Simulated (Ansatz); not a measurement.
Ansatz (a quantum-chemistry and plane-wave program) input (B3LYP-D3(BJ)/def2-TZVP):

Ansatz 0.2 input:
```yaml
crystal:
  periodic: [false, false, false]
  atoms:
    - {symbol: C, position_ang: [1.04927885, -0.58527834, 0.04637878]}
    - {symbol: C, position_ang: [-0.00995392, 0.50709806, 0.03465196]}
    - {symbol: O, position_ang: [-1.29849738, 0.08458737, -0.10215282]}
    - {symbol: H, position_ang: [0.03307897, 1.12810814, 0.95086167]}
    - {symbol: H, position_ang: [0.17606814, 1.24831543, -0.76718230]}
    - {symbol: H, position_ang: [2.04743003, -0.15600391, 0.15948807]}
    - {symbol: H, position_ang: [0.87458400, -1.27550716, 0.87275301]}
    - {symbol: H, position_ang: [1.02086827, -1.15252975, -0.88488227]}
basis:
  gaussian:
    orbitals: def2-TZVP
hamiltonian:
  xc: b3lyp
  dispersion: d3bj
magnetization: {spin_polarized: true, initial_magnetization: 1}
phonons: {temperatures: {t_min: 298.15, t_max: 298.15, t_step: 100}}
```

Output:

```
Functional definition: B3LYP
integrals: 0.03 GiB planned
731 factors; their error is unknown
mean field: 0.45 GiB planned
mean field evaluation 1: about -4195.9198 eV, gradient 3.8e1 eV
mean field evaluation 2: about -4193.1529 eV, gradient 4.4e1 eV
mean field evaluation 4: about -4202.4480 eV, gradient 2.9e0 eV
mean field evaluation 8: about -4202.4836 eV, gradient 8.0e-2 eV
mean field evaluation 16: about -4202.4711 eV, gradient 4.4e-5 eV
mean field -4202.47105640 eV, -154.4379627857 hartree, gradient 7.4e-6 eV, S^2 0.753847; 1 other end points of the search recorded, 0 dependent functions left out
the calculation of the forces begins
reference -4202.47128315 eV, -154.4379711185 hartree; 13, 12 occupied and 110, 111 virtual orbitals, 731 factors
these checks for a lower state are left out or cut short: stability, starts, cluster_reference, orbital_swaps, neighbouring_geometries, increment
integrals: 0.03 GiB planned
731 factors; their error is unknown
mean field: 0.46 GiB planned
mean field evaluation 32: about -4202.4706 eV, gradient 3.1e-1 eV
mean field -4202.47090887 eV, -154.4379573637 hartree, gradient 1.7e-6 eV, S^2 0.753848; 0 other end points of the search recorded, 0 dependent functions left out
the calculation of the forces begins
reference -4202.47113557 eV, -154.4379656950 hartree; 13, 12 occupied and 110, 111 virtual orbitals, 731 factors
these checks for a lower state are left out or cut short: stability, starts, cluster_reference, orbital_swaps, neighbouring_geometries, increment
integrals: 0.03 GiB planned
731 factors; their error is unknown
mean field: 0.46 GiB planned
mean field -4202.47088929 eV, -154.4379566445 hartree, gradient 1.7e-6 eV, S^2 0.753846; 0 other end points of the search recorded, 0 dependent functions left out
the calculation of the forces begins
reference -4202.47111608 eV, -154.4379649789 hartree; 13, 12 occupied and 110, 111 virtual orbitals, 731 factors
these checks for a lower state are left out or cut short: stability, starts, cluster_reference, orbital_swaps, neighbouring_geometries, increment
integrals: 0.03 GiB planned
731 factors; their error is unknown
mean field: 0.46 GiB planned
mean field -4202.47089611 eV, -154.4379568951 hartree, gradient 2.0e-6 eV, S^2 0.753847; 0 other end points of the search recorded, 0 dependent functions left out
the calculation of the forces begins
reference -4202.47112281 eV, -154.4379652260 hartree; 13, 12 occupied and 110, 111 virtual orbitals, 731 factors
these checks for a lower state are left out or cut short: stability, starts, cluster_reference, orbital_swaps, neighbouring_geometries, increment
integrals: 0.03 GiB planned
731 factors; their error is unknown
mean field: 0.45 GiB planned
mean field -4202.47089009 eV, -154.4379566739 hartree, gradient 2.0e-6 eV, S^2 0.753848; 0 other end points of the search recorded, 0 dependent functions left out
the calculation of the forces begins
reference -4202.47111690 eV, -154.4379650088 hartree; 13, 12 occupied and 110, 111 virtual orbitals, 731 factors
these checks for a lower state are left out or cut short: stability, starts, cluster_reference, orbital_swaps, neighbouring_geometries, increment
integrals: 0.03 GiB planned
731 factors; their error is unknown
mean field: 0.46 GiB planned
mean field evaluation 64: about -4202.4798 eV, gradient 3.5e-1 eV
mean field -4202.47092119 eV, -154.4379578167 hartree, gradient 1.6e-6 eV, S^2 0.753830; 0 other end points of the search recorded, 0 dependent functions left out
the calculation of the forces begins
reference -4202.47114781 eV, -154.4379661449 hartree; 13, 12 occupied and 110, 111 virtual orbitals, 731 factors
these checks for a lower state are left out or cut short: stability, starts, cluster_reference, orbital_swaps, neighbouring_geometries, increment
[...]
these checks for a lower state are left out or cut short: stability, starts, cluster_reference, orbital_swaps, neighbouring_geometries, increment
integrals: 0.03 GiB planned
731 factors; their error is unknown
mean field: 0.46 GiB planned
mean field -4202.47103298 eV, -154.4379619247 hartree, gradient 1.8e-6 eV, S^2 0.753856; 0 other end points of the search recorded, 0 dependent functions left out
the calculation of the forces begins
reference -4202.47125978 eV, -154.4379702598 hartree; 13, 12 occupied and 110, 111 virtual orbitals, 731 factors
these checks for a lower state are left out or cut short: stability, starts, cluster_reference, orbital_swaps, neighbouring_geometries, increment
integrals: 0.03 GiB planned
731 factors; their error is unknown
mean field: 0.45 GiB planned
mean field evaluation 160: about -4202.4710 eV, gradient 2.1e-4 eV
mean field -4202.47100746 eV, -154.4379609871 hartree, gradient 1.8e-6 eV, S^2 0.753839; 0 other end points of the search recorded, 0 dependent functions left out
the calculation of the forces begins
reference -4202.47123415 eV, -154.4379693178 hartree; 13, 12 occupied and 110, 111 virtual orbitals, 731 factors
these checks for a lower state are left out or cut short: stability, starts, cluster_reference, orbital_swaps, neighbouring_geometries, increment
integrals: 0.03 GiB planned
731 factors; their error is unknown
mean field: 0.45 GiB planned
mean field -4202.47099806 eV, -154.4379606414 hartree, gradient 1.8e-6 eV, S^2 0.753853; 0 other end points of the search recorded, 0 dependent functions left out
the calculation of the forces begins
reference -4202.47122489 eV, -154.4379689774 hartree; 13, 12 occupied and 110, 111 virtual orbitals, 731 factors
these checks for a lower state are left out or cut short: stability, starts, cluster_reference, orbital_swaps, neighbouring_geometries, increment
integrals: 0.03 GiB planned
731 factors; their error is unknown
mean field: 0.45 GiB planned
mean field -4202.47098286 eV, -154.4379600829 hartree, gradient 1.8e-6 eV, S^2 0.753842; 0 other end points of the search recorded, 0 dependent functions left out
the calculation of the forces begins
reference -4202.47120952 eV, -154.4379684127 hartree; 13, 12 occupied and 110, 111 virtual orbitals, 731 factors
these checks for a lower state are left out or cut short: stability, starts, cluster_reference, orbital_swaps, neighbouring_geometries, increment
integrals: 0.03 GiB planned
731 factors; their error is unknown
mean field: 0.46 GiB planned
mean field -4202.47098584 eV, -154.4379601924 hartree, gradient 1.7e-6 eV, S^2 0.753848; 0 other end points of the search recorded, 0 dependent functions left out
the calculation of the forces begins
reference -4202.47121263 eV, -154.4379685267 hartree; 13, 12 occupied and 110, 111 virtual orbitals, 731 factors
these checks for a lower state are left out or cut short: stability, starts, cluster_reference, orbital_swaps, neighbouring_geometries, increment
integrals: 0.03 GiB planned
731 factors; their error is unknown
mean field: 0.45 GiB planned
mean field evaluation 192: about -4202.4710 eV, gradient 1.7e-6 eV
mean field -4202.47095078 eV, -154.4379589039 hartree, gradient 1.7e-6 eV, S^2 0.753847; 0 other end points of the search recorded, 0 dependent functions left out
the calculation of the forces begins
reference -4202.47117749 eV, -154.4379672354 hartree; 13, 12 occupied and 110, 111 virtual orbitals, 731 factors
these checks for a lower state are left out or cut short: stability, starts, cluster_reference, orbital_swaps, neighbouring_geometries, increment
integrals: 0.03 GiB planned
731 factors; their error is unknown
mean field: 0.46 GiB planned
mean field -4202.47103912 eV, -154.4379621506 hartree, gradient 1.8e-6 eV, S^2 0.753847; 0 other end points of the search recorded, 0 dependent functions left out
the calculation of the forces begins
reference -4202.47126587 eV, -154.4379704835 hartree; 13, 12 occupied and 110, 111 virtual orbitals, 731 factors
these checks for a lower state are left out or cut short: stability, starts, cluster_reference, orbital_swaps, neighbouring_geometries, increment
integrals: 0.03 GiB planned
731 factors; their error is unknown
mean field: 0.45 GiB planned
mean field -4202.47103145 eV, -154.4379618688 hartree, gradient 1.9e-6 eV, S^2 0.753847; 0 other end points of the search recorded, 0 dependent functions left out
the calculation of the forces begins
reference -4202.47125820 eV, -154.4379702016 hartree; 13, 12 occupied and 110, 111 virtual orbitals, 731 factors
these checks for a lower state are left out or cut short: stability, starts, cluster_reference, orbital_swaps, neighbouring_geometries, increment
integrals: 0.03 GiB planned
731 factors; their error is unknown
mean field: 0.46 GiB planned
mean field -4202.47104899 eV, -154.4379625133 hartree, gradient 1.8e-6 eV, S^2 0.753847; 0 other end points of the search recorded, 0 dependent functions left out
the calculation of the forces begins
reference -4202.47127575 eV, -154.4379708464 hartree; 13, 12 occupied and 110, 111 virtual orbitals, 731 factors
these checks for a lower state are left out or cut short: stability, starts, cluster_reference, orbital_swaps, neighbouring_geometries, increment
integrals: 0.03 GiB planned
731 factors; their error is unknown
mean field: 0.45 GiB planned
mean field -4202.47102994 eV, -154.4379618133 hartree, gradient 1.8e-6 eV, S^2 0.753847; 0 other end points of the search recorded, 0 dependent functions left out
the calculation of the forces begins
reference -4202.47125669 eV, -154.4379701459 hartree; 13, 12 occupied and 110, 111 virtual orbitals, 731 factors
these checks for a lower state are left out or cut short: stability, starts, cluster_reference, orbital_swaps, neighbouring_geometries, increment
integrals: 0.03 GiB planned
731 factors; their error is unknown
mean field: 0.46 GiB planned
mean field evaluation 224: about -4202.4707 eV, gradient 3.1e-1 eV
mean field -4202.47099153 eV, -154.4379604017 hartree, gradient 1.8e-6 eV, S^2 0.753847; 0 other end points of the search recorded, 0 dependent functions left out
the calculation of the forces begins
reference -4202.47121824 eV, -154.4379687328 hartree; 13, 12 occupied and 110, 111 virtual orbitals, 731 factors
these checks for a lower state are left out or cut short: stability, starts, cluster_reference, orbital_swaps, neighbouring_geometries, increment
integrals: 0.03 GiB planned
731 factors; their error is unknown
mean field: 0.45 GiB planned
mean field -4202.47102223 eV, -154.4379615298 hartree, gradient 1.8e-6 eV, S^2 0.753847; 0 other end points of the search recorded, 0 dependent functions left out
the calculation of the forces begins
reference -4202.47124902 eV, -154.4379698643 hartree; 13, 12 occupied and 110, 111 virtual orbitals, 731 factors
these checks for a lower state are left out or cut short: stability, starts, cluster_reference, orbital_swaps, neighbouring_geometries, increment
integrals: 0.03 GiB planned
731 factors; their error is unknown
mean field: 0.46 GiB planned
mean field -4202.47099894 eV, -154.4379606738 hartree, gradient 1.3e-6 eV, S^2 0.753847; 0 other end points of the search recorded, 0 dependent functions left out
the calculation of the forces begins
reference -4202.47122573 eV, -154.4379690084 hartree; 13, 12 occupied and 110, 111 virtual orbitals, 731 factors
these checks for a lower state are left out or cut short: stability, starts, cluster_reference, orbital_swaps, neighbouring_geometries, increment
integrals: 0.03 GiB planned
731 factors; their error is unknown
mean field: 0.45 GiB planned
mean field -4202.47098330 eV, -154.4379600991 hartree, gradient 1.3e-6 eV, S^2 0.753847; 0 other end points of the search recorded, 0 dependent functions left out
the calculation of the forces begins
reference -4202.47121000 eV, -154.4379684302 hartree; 13, 12 occupied and 110, 111 virtual orbitals, 731 factors
WARN: phonons: modes at or below zero, which the zero-point energy, F, S and C_V leave out: 1, the lowest at -57.86 cm⁻¹ …
Total energy: -4202.63966936 eV, -154.4441591973 hartree
Atom 0 at     1.049279    -0.585278     0.046379 Å, force    -0.000180     0.001164     0.000066 eV/Å
Atom 1 at    -0.009954     0.507098     0.034652 Å, force     0.000838    -0.001262    -0.000019 eV/Å
Atom 2 at    -1.298497     0.084587    -0.102153 Å, force    -0.000032     0.000339     0.000021 eV/Å
Atom 3 at     0.033079     1.128108     0.950862 Å, force    -0.000255     0.000142     0.000515 eV/Å
Atom 4 at     0.176068     1.248315    -0.767182 Å, force    -0.000169     0.000215    -0.000525 eV/Å
Atom 5 at     2.047430    -0.156004     0.159488 Å, force    -0.000002    -0.000000    -0.000000 eV/Å
Atom 6 at     0.874584    -1.275507     0.872753 Å, force    -0.000128    -0.000324     0.000321 eV/Å
Atom 7 at     1.020868    -1.152530    -0.884882 Å, force    -0.000070    -0.000275    -0.000379 eV/Å
Dipole moment:     0.411957     0.143894     0.044354 e Å
Vibrations: -57.86 254.63 436.66 863.68 888.72 1070.14 1099.82 1239.99 1331.29 1391.69 1410.34 1485.45 1494.36 2886.82 2887.04 3036.11 3100.54 3111.02 cm⁻¹, zero-point energy 1.735054 eV
```

It need not be the lowest isomer of its formula.
